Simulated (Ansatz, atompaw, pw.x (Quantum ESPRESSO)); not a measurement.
# technetium: one change to the PAW (atompaw) potential, in the atom and in the sc crystal

technetium, PAW, made with atompaw 4.2.0.5 (LDA (PW92), scalar-relativistic). Core [Ar] 3d10, reference 4s2 4p6 4d5 5s2 5p0. Waves: 4s (bound): rc 1.90 bohr; 5s (bound): rc 2.40 bohr; 4p (bound): rc 1.85 bohr; 5p (bound, empty): rc 2.40 bohr; 4d (bound): rc 1.55 bohr; 4d channel at 4 Ry: rc 1.55 bohr. Local part: bessel scheme, radius 1.95 bohr. Core correction: smooth core density matched at 1.90 bohr. Augmentation charge: sinc compensation charge, radius 1.85 bohr; PAW radius 2.40 bohr; waves and projectors: custom rrkj vanderbiltortho.

Change: all radii scaled by about 0.90 (s 1.72, p 1.66, d 1.40 bohr); local potential bessel scheme, radius 1.76 bohr; augmentation sinc compensation charge, radius 1.66 bohr; PAW radius 2.16 bohr; waves and projectors: custom rrkj vanderbiltortho; core correction smooth core density matched at 1.72 bohr.

Cutoffs, loose and tight: the cutoffs (Ry, on a coarse ladder) from which the occupation-weighted sum of valence levels, in a spherical-Bessel basis at the reference potential, stays within 10 and 1 mRy of its value at 400 Ry. They see the waves and projectors alone, not the compensation charge or the core.

Crystal test: sc Tc in pw.x 7.5, no spin, 13³ k-points, Fermi–Dirac smearing 0.01 Ry, cutoffs set for each file from its atomic test. The reference is all-electron LAPW (Ansatz 0.2.0) with the same functional, mesh and smearing; V0 and B0 come from Birch–Murnaghan fits to the pressures at five volumes. Errors are pseudo minus all-electron; Δ is the rms difference of the E(V) curves that follow from these fits, minima aligned, over ±6 % about the mean V0. Mesh and smearing are coarse, so the numbers serve the comparison and aren't converged zero-temperature values; the lattice is a test structure that the element need not adopt.

All-electron: a0 = 2.489 Å (V0 = 15.42 Å³/atom), B0 = 257.1 GPa.

Task: Does the change bring the crystal closer to the all-electron result?

Result: The mean pressure error goes from +4.16 to +3.51 GPa, so the change moves the solid closer to the all-electron pressures.

```json
{"quantity": "outcome (atom)", "base": "generated", "changed": "generated"}
{"quantity": "cutoff, loose (atom)", "base": "40 Ry", "changed": "50 Ry"}
{"quantity": "cutoff, tight (atom)", "base": "70 Ry", "changed": "90 Ry"}
{"quantity": "bound ghosts (atom)", "base": "none", "changed": "none"}
{"quantity": "cutoffs in pw.x (Ry)", "base": "85/850", "changed": "110/900"}
{"quantity": "a0 (Å)", "base": "2.502", "changed": "2.500"}
{"quantity": "a0 error (%)", "base": "+0.51", "changed": "+0.44"}
{"quantity": "B0 error (%)", "base": "+0.2", "changed": "-0.1"}
{"quantity": "Δ (meV/atom)", "base": "13.6", "changed": "11.5"}
{"quantity": "mean pressure error (GPa)", "base": "+4.16", "changed": "+3.51"}
```

Base: This is a poor potential for the solid. The atomic cutoffs weigh occupied waves only.
